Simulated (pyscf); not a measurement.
# Routes from HO–BH–PH₂ + H₂

Candidate steps break at most two bonds and form at most two. Each was searched with GFN2-xTB (tblite) first. Optimised with ωB97X-D3(BJ)/def2-SVP in PySCF. Energies: ωB97M-D3(BJ)/def2-TZVP, kcal/mol, from the separated reactants, singlet surface; ΔG‡ with ideal gas, 1 atm, RRHO with modes under 100 cm⁻¹ raised to 100, one conformer, R ln 2 for chiral ones without a mode under 150 cm⁻¹.

```json
[
 {"products": "H₂B–PH₂ + H₂O", "type": "four-centre exchange", "ΔE‡": "40.1", "ΔE": "+27.1", "ΔG‡ 298 K": "50.6", "ΔG‡ 900 K": "69.7", "ν‡ (cm⁻¹)": "1398i"},
 {"products": "PH₃ + H₂B–OH", "type": "multi-bond step", "ΔE‡": "51.6", "ΔE": "-2.7", "ΔG‡ 298 K": "60.7", "ΔG‡ 900 K": "78.4", "ν‡ (cm⁻¹)": "861i"}
]
```

Row 1: On the product side the descent ends in an adduct with a B–O contact, 12.3 kcal/mol under the separated species and 25.9 kcal/mol under the saddle at ωB97X-D3(BJ)/def2-TZVP. 

Plain bond fissions and candidates not yet searched are not listed, and one of them may be faster. Each barrier is that of the saddle found; lower ones may exist.
